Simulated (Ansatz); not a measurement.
The input, for Ansatz 0.2.0:

```yaml
crystal:
  periodic: [false, false, false]
  atoms:
    - {symbol: O, position_ang: [0.000000, 0.000000, 0.000000]}
    - {symbol: H, position_ang: [0.000000, 0.000000, -1.003807]}
    - {symbol: H, position_ang: [0.000000, 0.000000, 1.003807]}
basis:
  gaussian: {orbitals: cc-pVDZ}
total_charge: 1
magnetization: {spin_polarized: false, initial_magnetization: 1}
correlation: {method: ccsdt_q_b, electrons: all, diis_vectors: 12}
scf: {omitted_lower_state_checks: [cluster_reference]}
```

```sh
$ ansatz run in.yaml --threads 1 --pin off --events-out ev --progress --plain --max-ram 2393MiB
```

Log:

```
these checks for a lower state are left out or cut short: cluster_reference
368 factors; integrals over basis functions are off by at most 9.0e-8 eV
mean field evaluation 1: about -2055.0816 eV, gradient 3.3e1 eV
mean field evaluation 2: about -2055.0805 eV, gradient 3.3e1 eV
mean field evaluation 4: about -2057.0098 eV, gradient 1.2e0 eV
mean field evaluation 8: about -2057.0138 eV, gradient 4.0e-5 eV
mean field evaluation 16: about -2057.0138 eV, gradient 5.4e-7 eV
mean field -2057.01384465 eV, -75.5938644968 hartree, gradient 2.5e-6 eV, S^2 0.750000; 2 other end points of the search recorded, 0 dependent functions left out
reference -2057.01384465 eV, -75.5938644968 hartree; 5, 4 occupied and 19, 20 virtual orbitals, 368 factors
second order -4.20046199 eV of doubles, -0.08505392 eV of singles
cycle   1  -4.59399234 eV  change   -3.1e-1 eV  update   3.4e-2
cycle   2  -4.74247142 eV  change   -1.5e-1 eV  update   1.3e-2
cycle   3  -4.76862634 eV  change   -2.6e-2 eV  update   5.2e-3
cycle   4  -4.76619265 eV  change    2.4e-3 eV  update   2.1e-3
cycle   5  -4.76684535 eV  change   -6.5e-4 eV  update   7.2e-4
cycle   6  -4.76764398 eV  change   -8.0e-4 eV  update   2.8e-4
cycle   7  -4.76760044 eV  change    4.4e-5 eV  update   6.9e-5
cycle   8  -4.76761006 eV  change   -9.6e-6 eV  update   2.2e-5
cycle   9  -4.76760924 eV  change    8.2e-7 eV  update   7.4e-6
cycle  10  -4.76760573 eV  change    3.5e-6 eV  update   2.1e-6
cycle  11  -4.76760628 eV  change   -5.6e-7 eV  update   5.4e-7
perturbative correction -0.00533300 eV, -0.0001959840 hartree
Total energy: -2061.78678393 eV, -75.7692667800 hartree
Checks for a lower state left out: cluster_reference
```

Ran on 1 thread of Arm Neoverse V1, shared host: 4.6 s wall, 0.14 GiB peak host memory.
